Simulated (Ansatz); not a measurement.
Disilane (`[SiH3][SiH3]`), 8 atoms. Total charge 0; spin multiplicity 1. All runs use 2 threads of a server CPU on a shared host. Correlated methods freeze the cores. Open-shell runs search over several starts.

Q: Give the basis size and wall time and peak host memory of each of these runs in Ansatz. RKS HSE06-D4/def2-TZVPP energy; RKS PBE0-D4/def2-QZVPP energy; UKS PBE-D4/def2-TZVPP energy of the cation; UKS B2PLYP (frozen core)/def2-TZVPP energy of the cation; direct RPA on PBE orbitals/def2-TZVPP energy; UHF-CCSD(T)/def2-TZVPP energy of the cation; UKS B3LYP-D4/def2-TZVPP energy of the cation; RHF-MP2/def2-QZVPP energy; RKS PBE0-D4/def2-TZVP frequencies; UKS ωB97M-V/def2-TZVPP energy of the cation; UKS ωB97X-V/def2-TZVPP energy of the cation; RHF-CCSD(T)/def2-SVP energy. (An estimate is asked.)

A: Computed: Other jobs shared the machine, so times are rough.

| level | job | functions | wall time | peak host memory (GiB) |
| --- | --- | --- | --- | --- |
| RHF-CCSD(T)/def2-SVP | energy | 66 | 0.6 s | 0.15 |
| RKS HSE06-D4/def2-TZVPP | energy | 168 | 1.6 s | 0.34 |
| direct RPA on PBE orbitals/def2-TZVPP | energy | 168 | 2 s | 0.28 |
| UKS B3LYP-D4/def2-TZVPP | energy of the cation | 168 | 3.2 s | 0.38 |
| UKS B2PLYP (frozen core)/def2-TZVPP | energy of the cation | 168 | 3.7 s | 0.35 |
| RKS PBE0-D4/def2-QZVPP | energy | 320 | 4 s | 0.7 |
| UKS ωB97X-V/def2-TZVPP | energy of the cation | 168 | 8 s | 0.52 |
| RHF-MP2/def2-QZVPP | energy | 320 | 8.5 s | 1 |
| UKS PBE-D4/def2-TZVPP | energy of the cation | 168 | 9 s | 0.38 |
| UKS ωB97M-V/def2-TZVPP | energy of the cation | 168 | 9.5 s | 0.56 |
| UHF-CCSD(T)/def2-TZVPP | energy of the cation | 168 | 17 s | 1.9 |
| RKS PBE0-D4/def2-TZVP | frequencies | 110 | 20 s | 0.19 |

B3LYP here is the variant with VWN-RPA as its local correlation; programs differ in this. HSE06 is defined as in plane-wave codes.
